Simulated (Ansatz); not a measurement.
Born–Oppenheimer molecular dynamics of H$_{7}$NOSi (10 atoms, charge 0, multiplicity 1). It starts at the highest image of a converged band. Of that band: Neighbouring images differ by up to 1.6 eV, so the band resolves the path poorly. A vibrational analysis at the climbing image gives one clearly imaginary mode, 1348i cm⁻¹: a first-order saddle point.

Theory: RKS PBE0-D4/def2-SVP (Ansatz).

```
ensemble                      : NVE (velocity Verlet)
time step                     : 0.5 fs
steps asked                   : 200
starting velocities drawn for : 300 K
seed                          : 7027
```

First frame:

```xyz
10
Properties=species:S:1:pos:R:3
Si -0.234 -0.551 0.084
O 1.486 0.276 0.025
H 0.189 -1.795 -0.616
H -1.450 -0.864 0.911
N -0.925 0.766 -0.810
H 1.306 -0.274 1.091
H 0.628 -0.844 1.635
H 1.410 1.235 0.138
H -0.476 1.195 -1.611
H -1.933 0.857 -0.847
```

(1) How far do the bonds stretch over the last three quarters of this one trajectory? (Pairs bonded in most of those frames.)

Answers

(1) 
| bond | mean (Å) | spread (Å) | shortest | longest |
| --- | --- | --- | --- | --- |
| Si1–O2 | 1.702 | 0.116 | 1.52 | 1.86 |
| Si1–H3 | 1.494 | 0.013 | 1.47 | 1.52 |
| Si1–H4 | 1.500 | 0.009 | 1.48 | 1.52 |
| Si1–N5 | 1.731 | 0.036 | 1.65 | 1.81 |
| O2–H8 | 0.963 | 0.008 | 0.95 | 0.98 |
| N5–H9 | 1.015 | 0.007 | 1.00 | 1.03 |
| N5–H10 | 1.016 | 0.013 | 1.00 | 1.04 |
| H6–H7 | 0.763 | 0.026 | 0.73 | 0.80 |

Mean temperature of the second half: 1749 K. The conserved energy stayed within 0.11 meV per atom of its start (net change -0.036 meV per atom), so the integration is sound. The kinetic energy rose, since the run started high on the potential surface and went downhill. It ends in pieces (H2 + H5NOSi), so much of that is their flight and rotation, not heat. A run of 0.1 ps of so small a system gives no equilibrium averages. The orbitals stay closed-shell, which can raise the energy where a bond breaks towards radicals; this wasn't checked here.

Time of the run: 4.6 min on 2 threads of Intel(R) Xeon(R) Platinum 8488C (Sapphire Rapids), on a shared host, peak memory 0.18 GiB.
